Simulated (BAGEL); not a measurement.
**One shape, several levels: C2H4F2S (SMILES FC(F)CS)**

Wanted: a comparison of 5 runs (HF/STO-3G, HF/3-21G, HF/6-31G*, PBE0/6-31G*, RI-MP2/6-31G*) of C2H4F2S. 

The calculation is run with BAGEL 1.2.2.

29 further runs of the same task are left out: 2 that didn't finish, 27 set aside as unsound or not needed.

### 1 The structure to begin with

C2H4F2S: 9 atoms, total charge 0, spin state singlet. As SMILES, `FC(F)CS`. The C2–C4 distance was set to 2.732 Å, away from the relaxed value. At this shape a bond of the SMILES string is far longer than usual.

Bond lengths: F1–C2 1.355 Å, C2–F3 1.355 Å, C4–S5 1.821 Å, C2–H6 1.100 Å, C4–H7 1.089 Å, C4–H8 1.090 Å, S5–H9 1.331 Å. Angles: F1–C2–F3 106.1°, F1–C2–H6 107.9°, F3–C2–H6 108.2°, C4–S5–H9 96.0°, S5–C4–H7 106.5°, S5–C4–H8 109.9°, H7–C4–H8 109.9°.

### 2 A single-point energy at HF/STO-3G (density fitting with qzvpp-jkfit) (run 1)

input.json reads:

```json
{ "bagel": [

{
  "title": "molecule",
  "basis": "sto-3g",
  "df_basis": "qzvpp-jkfit",
  "angstrom": true,
  "geometry": [
    { "atom": "F", "xyz": [       1.384640,      -0.444816,       2.350873 ] },
    { "atom": "C", "xyz": [       1.780850,      -0.313746,       1.061563 ] },
    { "atom": "F", "xyz": [       2.516770,      -1.415876,       0.780233 ] },
    { "atom": "C", "xyz": [      -0.380080,      -0.167190,      -0.604080 ] },
    { "atom": "S", "xyz": [      -1.224760,       1.437670,      -0.441220 ] },
    { "atom": "H", "xyz": [       2.440080,       0.564964,       0.998043 ] },
    { "atom": "H", "xyz": [      -0.042570,      -0.236570,      -1.636920 ] },
    { "atom": "H", "xyz": [      -1.077510,      -0.976460,      -0.386960 ] },
    { "atom": "H", "xyz": [      -1.555780,       1.291470,       0.839600 ] }
  ]
},

{
  "title": "hf"
},

{
  "title": "print",
  "file": "orbitals.molden",
  "orbitals": true
}

]}
```

Started as:

```bash
BAGEL_NUM_THREADS=1 BAGEL input.json > input.out
```

The program printed:

```text
* using 1 threads per process

  ===============================================================
  ===============================================================

  *** Geometry ***

  { "atom" : "F", "xyz" : [      2.616590,     -0.840580,      4.442506 ] },
  { "atom" : "C", "xyz" : [      3.365319,     -0.592894,      2.006063 ] },
  { "atom" : "F", "xyz" : [      4.756006,     -2.675618,      1.474427 ] },
  { "atom" : "C", "xyz" : [     -0.718247,     -0.315943,     -1.141546 ] },
  { "atom" : "S", "xyz" : [     -2.314461,      2.716803,     -0.833785 ] },
  { "atom" : "H", "xyz" : [      4.611083,      1.067627,      1.886028 ] },
  { "atom" : "H", "xyz" : [     -0.080446,     -0.447053,     -3.093330 ] },
  { "atom" : "H", "xyz" : [     -2.036199,     -1.845242,     -0.731248 ] },
  { "atom" : "H", "xyz" : [     -2.939998,      2.440525,      1.586614 ] },

  Number of auxiliary basis functions:      504

  Since a DF basis is specified, we compute 2- and 3-index integrals:
    o Being stored without compression. Storage requirement is 0.004 GB

  Number of basis functions:       33
  Number of electrons      :       50

    * METHOD: MOLECULE                             0.21

  *** RHF ***

  === Nuclear Repulsion ===
   202.7491521594

      * DIIS with orbital gradients will be used.

  === RHF iteration (sto-3g) ===
      0       -666.00972335          0.01992049           0.03
      1       -666.11463743          0.00917051           0.03
      2       -666.14049225          0.00250763           0.03
      3       -666.14304603          0.00108546           0.03
      4       -666.14368546          0.00022781           0.03
      5       -666.14374348          0.00006163           0.03
      6       -666.14374791          0.00001406           0.03
      7       -666.14374814          0.00000543           0.03
      8       -666.14374817          0.00000179           0.03
      9       -666.14374818          0.00000075           0.03
     10       -666.14374818          0.00000022           0.03
     11       -666.14374818          0.00000006           0.03
     12       -666.14374818          0.00000002           0.03
     13       -666.14374818          0.00000001           0.03
    * SCF iteration converged.

    * Permanent dipole moment:
           (    0.321224,    -0.195659,     0.157956) a.u.

    * METHOD: HF                                   0.51

    * METHOD: PRINT                                0.00

  ===============================================================
```

It took 0.85 s on 1 thread of Arm Neoverse V1, shared host.

### 3 The energy at HF/3-21G (density fitting with qzvpp-jkfit) (run 2)

input.json reads:

```json
{ "bagel" : [

{
  "title" : "molecule",
  "basis" : "3-21g",
  "df_basis" : "qzvpp-jkfit",
  "angstrom" : "true",
  "geometry" : [
    { "atom" : "F", "xyz" : [    1.384640,   -0.444816,    2.350873 ] },
    { "atom" : "C", "xyz" : [    1.780850,   -0.313746,    1.061563 ] },
    { "atom" : "F", "xyz" : [    2.516770,   -1.415876,    0.780233 ] },
    { "atom" : "C", "xyz" : [   -0.380080,   -0.167190,   -0.604080 ] },
    { "atom" : "S", "xyz" : [   -1.224760,    1.437670,   -0.441220 ] },
    { "atom" : "H", "xyz" : [    2.440080,    0.564964,    0.998043 ] },
    { "atom" : "H", "xyz" : [   -0.042570,   -0.236570,   -1.636920 ] },
    { "atom" : "H", "xyz" : [   -1.077510,   -0.976460,   -0.386960 ] },
    { "atom" : "H", "xyz" : [   -1.555780,    1.291470,    0.839600 ] }
  ]
},
{ "title" : "hf" },
{ "title" : "print", "file" : "orbitals.molden", "orbitals" : "true" }

]}
```

Started as:

```bash
BAGEL_NUM_THREADS=1 BAGEL input.json > input.out
```

The program printed:

```text
* using 1 threads per process

  ===============================================================
  ===============================================================

  *** Geometry ***

  { "atom" : "F", "xyz" : [      2.616590,     -0.840580,      4.442506 ] },
  { "atom" : "C", "xyz" : [      3.365319,     -0.592894,      2.006063 ] },
  { "atom" : "F", "xyz" : [      4.756006,     -2.675618,      1.474427 ] },
  { "atom" : "C", "xyz" : [     -0.718247,     -0.315943,     -1.141546 ] },
  { "atom" : "S", "xyz" : [     -2.314461,      2.716803,     -0.833785 ] },
  { "atom" : "H", "xyz" : [      4.611083,      1.067627,      1.886028 ] },
  { "atom" : "H", "xyz" : [     -0.080446,     -0.447053,     -3.093330 ] },
  { "atom" : "H", "xyz" : [     -2.036199,     -1.845242,     -0.731248 ] },
  { "atom" : "H", "xyz" : [     -2.939998,      2.440525,      1.586614 ] },

  Number of auxiliary basis functions:      504

  Since a DF basis is specified, we compute 2- and 3-index integrals:
    o Being stored without compression. Storage requirement is 0.013 GB

  Number of basis functions:       57
  Number of electrons      :       50

    * METHOD: MOLECULE                             0.21

  *** RHF ***

  === Nuclear Repulsion ===
   202.7491521594

      * DIIS with orbital gradients will be used.

  === RHF iteration (3-21g) ===
      0       -670.62954311          0.02458955           0.06
      1       -670.73384965          0.01664190           0.06
      2       -670.79639138          0.00221935           0.05
      3       -670.79885663          0.00122618           0.06
      4       -670.79944790          0.00027699           0.06
      5       -670.79953607          0.00007836           0.05
      6       -670.79954222          0.00002523           0.05
      7       -670.79954285          0.00000792           0.05
      8       -670.79954292          0.00000241           0.05
      9       -670.79954293          0.00000110           0.05
     10       -670.79954293          0.00000036           0.05
     11       -670.79954293          0.00000015           0.05
     12       -670.79954293          0.00000006           0.05
     13       -670.79954293          0.00000003           0.05
     14       -670.79954293          0.00000001           0.05
    * SCF iteration converged.

    * Permanent dipole moment:
           (    0.337663,    -0.255336,     0.307865) a.u.

    * METHOD: HF                                   0.95

    * METHOD: PRINT                                0.01

  ===============================================================
```

Wall time 1.3 s (1 thread of Arm Neoverse V1, shared host); peak memory 0.092 GiB.

### 4 The energy at HF/6-31G(d) (density fitting with qzvpp-jkfit, spherical functions) (run 3)

input.json reads:

```json
{ "bagel" : [

{
  "title" : "molecule",
  "basis" : "6-31gs.json",
  "df_basis" : "qzvpp-jkfit",
  "angstrom" : true,
  "geometry" : [
    { "atom" : "F", "xyz" : [       1.384640,      -0.444816,       2.350873 ] },
    { "atom" : "C", "xyz" : [       1.780850,      -0.313746,       1.061563 ] },
    { "atom" : "F", "xyz" : [       2.516770,      -1.415876,       0.780233 ] },
    { "atom" : "C", "xyz" : [      -0.380080,      -0.167190,      -0.604080 ] },
    { "atom" : "S", "xyz" : [      -1.224760,       1.437670,      -0.441220 ] },
    { "atom" : "H", "xyz" : [       2.440080,       0.564964,       0.998043 ] },
    { "atom" : "H", "xyz" : [      -0.042570,      -0.236570,      -1.636920 ] },
    { "atom" : "H", "xyz" : [      -1.077510,      -0.976460,      -0.386960 ] },
    { "atom" : "H", "xyz" : [      -1.555780,       1.291470,       0.839600 ] }
  ]
},

{ "title" : "hf" },

{ "title" : "print", "file" : "orbitals.molden", "orbitals" : true }

]}
```

The basis set 6-31G* is read from a file made from the Basis Set Exchange's data (not shown).

Started as:

```bash
BAGEL_NUM_THREADS=1 BAGEL input.json > input.out
```

The program printed:

```text
* using 1 threads per process

  ===============================================================
  ===============================================================

  *** Geometry ***

  { "atom" : "F", "xyz" : [      2.616590,     -0.840580,      4.442506 ] },
  { "atom" : "C", "xyz" : [      3.365319,     -0.592894,      2.006063 ] },
  { "atom" : "F", "xyz" : [      4.756006,     -2.675618,      1.474427 ] },
  { "atom" : "C", "xyz" : [     -0.718247,     -0.315943,     -1.141546 ] },
  { "atom" : "S", "xyz" : [     -2.314461,      2.716803,     -0.833785 ] },
  { "atom" : "H", "xyz" : [      4.611083,      1.067627,      1.886028 ] },
  { "atom" : "H", "xyz" : [     -0.080446,     -0.447053,     -3.093330 ] },
  { "atom" : "H", "xyz" : [     -2.036199,     -1.845242,     -0.731248 ] },
  { "atom" : "H", "xyz" : [     -2.939998,      2.440525,      1.586614 ] },

  Number of auxiliary basis functions:      504

  Since a DF basis is specified, we compute 2- and 3-index integrals:
    o Being stored without compression. Storage requirement is 0.027 GB

  Number of basis functions:       82
  Number of electrons      :       50

    * METHOD: MOLECULE                             0.28

  *** RHF ***

  === Nuclear Repulsion ===
   202.7491521594

      * DIIS with orbital gradients will be used.

  === RHF iteration (6-31gs.json) ===
      0       -674.04518425          0.01980708           0.09
      1       -674.16969385          0.01363557           0.09
      2       -674.24741179          0.00198025           0.09
      3       -674.25070016          0.00095225           0.09
      4       -674.25142645          0.00025885           0.09
      5       -674.25154514          0.00009933           0.09
      6       -674.25156181          0.00003899           0.09
      7       -674.25156487          0.00001157           0.09
      8       -674.25156505          0.00000630           0.09
      9       -674.25156509          0.00000283           0.08
     10       -674.25156510          0.00000124           0.09
     11       -674.25156510          0.00000050           0.09
     12       -674.25156510          0.00000018           0.09
     13       -674.25156510          0.00000008           0.09
     14       -674.25156510          0.00000003           0.09
     15       -674.25156510          0.00000002           0.09
     16       -674.25156510          0.00000001           0.09
    * SCF iteration converged.

    * Permanent dipole moment:
           (    0.354074,    -0.263834,     0.344410) a.u.

    * METHOD: HF                                   1.67

    * METHOD: PRINT                                0.02

  ===============================================================
```

Run time: 2.1 s. Hardware: 1 thread of Arm Neoverse V1, shared host; peak memory 0.12 GiB.

Run 4 isn't shown in full; the table further down has it.

### 5 A single-point energy at RI-MP2/6-31G(d) (density fitting with qzvpp-jkfit, spherical functions) (run 5)

calc.json reads:

```json
{ "bagel": [

{
  "title": "molecule",
  "basis": "6-31gs.json",
  "df_basis": "qzvpp-jkfit",
  "angstrom": true,
  "geometry": [
    { "atom": "F", "xyz": [    1.384640,   -0.444816,    2.350873 ] },
    { "atom": "C", "xyz": [    1.780850,   -0.313746,    1.061563 ] },
    { "atom": "F", "xyz": [    2.516770,   -1.415876,    0.780233 ] },
    { "atom": "C", "xyz": [   -0.380080,   -0.167190,   -0.604080 ] },
    { "atom": "S", "xyz": [   -1.224760,    1.437670,   -0.441220 ] },
    { "atom": "H", "xyz": [    2.440080,    0.564964,    0.998043 ] },
    { "atom": "H", "xyz": [   -0.042570,   -0.236570,   -1.636920 ] },
    { "atom": "H", "xyz": [   -1.077510,   -0.976460,   -0.386960 ] },
    { "atom": "H", "xyz": [   -1.555780,    1.291470,    0.839600 ] }
  ]
},
{ "title": "hf" },
{ "title": "mp2", "ncore": 9 }

]}
```

The basis set 6-31G* is read from a file made from the Basis Set Exchange's data (not shown).

Started as:

```bash
BAGEL_NUM_THREADS=1 BAGEL calc.json > calc.out
```

The program printed:

```text
* using 1 threads per process

  ===============================================================
  ===============================================================

  *** Geometry ***

  { "atom" : "F", "xyz" : [      2.616590,     -0.840580,      4.442506 ] },
  { "atom" : "C", "xyz" : [      3.365319,     -0.592894,      2.006063 ] },
  { "atom" : "F", "xyz" : [      4.756006,     -2.675618,      1.474427 ] },
[... 5 lines of this table left out ...]
  { "atom" : "H", "xyz" : [     -2.939998,      2.440525,      1.586614 ] },

  Number of auxiliary basis functions:      504

  Since a DF basis is specified, we compute 2- and 3-index integrals:
    o Being stored without compression. Storage requirement is 0.027 GB

  Number of basis functions:       82
  Number of electrons      :       50

    * METHOD: MOLECULE                             0.27

  *** RHF ***

  === Nuclear Repulsion ===
   202.7491521594

      * DIIS with orbital gradients will be used.

  === RHF iteration (6-31gs.json) ===
      0       -674.04518425          0.01980708           0.08
      1       -674.16969385          0.01363557           0.08
      2       -674.24741179          0.00198025           0.08
[... 13 lines of this table left out ...]
     16       -674.25156510          0.00000001           0.08
    * SCF iteration converged.

    * Permanent dipole moment:
           (    0.354074,    -0.263834,     0.344410) a.u.

    * METHOD: HF                                   1.49

  *** RHF ***

  === Nuclear Repulsion ===
   202.7491521594

      * DIIS with orbital gradients will be used.

  === RHF iteration (6-31gs.json) ===
      0       -674.25156510          0.00000001           0.08
    * SCF iteration converged.

    * Permanent dipole moment:
           (    0.354074,    -0.263834,     0.344411) a.u.

  === DF-MP2 calculation ===

    * freezing 9 orbitals
    * 3-index integral transformation done
    * assembly done

      MP2 correlation energy:   -0.7458272258      0.06

      MP2 total energy:       -674.9973923246

    * METHOD: MP2                                  0.23

  ===============================================================
```

Wall time 2.1 s (1 thread of Arm Neoverse V1, shared host); peak memory 0.12 GiB.

### 6 Overview of the runs

```
run                                                                  level  frozen core orbitals  energy (Eh)  dipole moment (D)  HOMO energy (eV)  LUMO energy (eV)  wall time
  1                           HF/STO-3G (density fitting with qzvpp-jkfit)                     –  -666.143748               1.04             -5.17              3.29     0.85 s
  2                            HF/3-21G (density fitting with qzvpp-jkfit)                     –  -670.799543               1.33             -8.51              0.66      1.3 s
  3      HF/6-31G* (density fitting with qzvpp-jkfit, spherical functions)                     –  -674.251565               1.42             -8.37              0.78      2.1 s
  4    PBE0/6-31G* (density fitting with qzvpp-jkfit, spherical functions)                     –  -675.887300               0.59             -6.09             -2.46       13 s
  5  RI-MP2/6-31G* (density fitting with qzvpp-jkfit, spherical functions)                     9  -674.997392                  –                 –                 –      2.1 s
```

### 7 What came out

```
                                          quantity          value
                               run 5: total energy  -674.99739 Eh
run 5: correlation energy (9 core orbitals frozen)     -745.8 mEh
```

**Reading.** Over runs 1, 2, 3, 4 the dipole moment (its size) runs from 0.59 D (PBE0/6-31G*) to 1.42 D (HF/6-31G*). Over runs 1, 2, 3, 4 the HOMO–LUMO gap runs from 3.63 eV (PBE0/6-31G*) to 9.17 eV (HF/3-21G). The two ends differ in method and basis. In run 1 the basis is minimal, so the values are rough. In runs 1, 2, 3, 4, 5 a closed-shell determinant meets a far-stretched bond, which it describes badly. All runs together took 20 s, the longest 13 s.
